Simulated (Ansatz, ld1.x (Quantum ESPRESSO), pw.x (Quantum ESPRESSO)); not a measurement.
**hafnium (Hf): one change to the TM potential, in the atom and in the diamond crystal**

* Element: Hf
* Generator: ld1.x (Quantum ESPRESSO) 7.5
* Type: norm-conserving Troullier–Martins (Kleinman–Bylander form)
* Functional: LDA (PW92)
* Relativity: scalar-relativistic
* Frozen core: [Xe] 4f14
* Valence charge: 4
* Reference configuration: 5d2 6s2 6p0
* Partial waves: 6p (bound, empty): rc 4.20 bohr; 5d (bound): rc 1.80 bohr; 5f channel at 0.05 Ry: rc 4.05 bohr; 6s (bound): rc 2.20 bohr
* Local potential: the s channel
* Core correction: a·sin(br)/r model core inside 1.05 bohr

Change: wave 5f channel at 0.05 Ry: rc 4.05 bohr becomes 5f channel at 0.05 Ry: rc 5.14 bohr.

Cutoffs, loose and tight: the cutoffs (Ry, on a coarse ladder) from which the occupation-weighted sum of valence levels, in a spherical-Bessel basis at the reference potential, stays within 10 and 1 mRy of its value at 400 Ry. They do not see the model core or the augmentation charge, which bear on the density cutoff. Test errors are all-electron minus pseudo excitation energies from the reference, over the configurations 5d2 6s1 6p0; 5d2 6s0 6p0; 5d1 6s0 6p0; 5d2 6s1.5 6p0; 5d2.5 6s1.5 6p0; 5d2 6s1 6p1; 5d3 6s0 6p0 (two spin-polarised tests are not counted in the largest error); variants that change the core or the reference have their own tests.

Crystal test: diamond Hf in pw.x 7.5, no spin, 8³ k-points, Fermi–Dirac smearing 0.01 Ry, cutoffs set for each file from its atomic test. The reference is all-electron LAPW (Ansatz 0.2.0) with the same functional, mesh and smearing; V0 and B0 come from Birch–Murnaghan fits to the pressures at five volumes. Errors are pseudo minus all-electron; Δ is the rms difference of the E(V) curves that follow from these fits, minima aligned, over ±6 % about the mean V0. Mesh and smearing are coarse, so the numbers serve the comparison and aren't converged zero-temperature values; the lattice is a test structure that the element need not adopt.

All-electron: a0 = 6.237 Å (V0 = 30.33 Å³/atom), B0 = 31.2 GPa.

Q: Does the change bring the crystal closer to the all-electron result?

A: The mean pressure error goes from -0.69 to -1.69 GPa, so the change moves the solid further from the all-electron pressures.

```tsv
quantity	base	changed
outcome (atom)	generated	generated
cutoff, loose (atom)	25 Ry	25 Ry
cutoff, tight (atom)	35 Ry	35 Ry
bound ghosts (atom)	none	none
largest test error (meV) (atom)	-318	-318
cutoffs in pw.x (Ry)	50/200	50/200
a0 (Å)	6.187	–
a0 error (%)	-0.81	–
B0 error (%)	-14.3	–
Δ (meV/atom)	4.9	–
mean pressure error (GPa)	-0.69	-1.69
```

A dash: not determined, or the minimum lies outside the volumes sampled.

Base: The largest radius (4.20 bohr) exceeds half the bond length (2.55 bohr), so the spheres overlap, which is one possible source of error among others. This is a poor potential for the solid. The logarithmic derivative shows an extra or strongly shifted pseudo pole above the reference energy (s near 1.56 Ry). Changed file: The largest radius (5.14 bohr) exceeds half the bond length (2.55 bohr), so the spheres overlap, which is one possible source of error among others. This is a poor potential for the solid. The atomic cutoffs weigh occupied waves only.
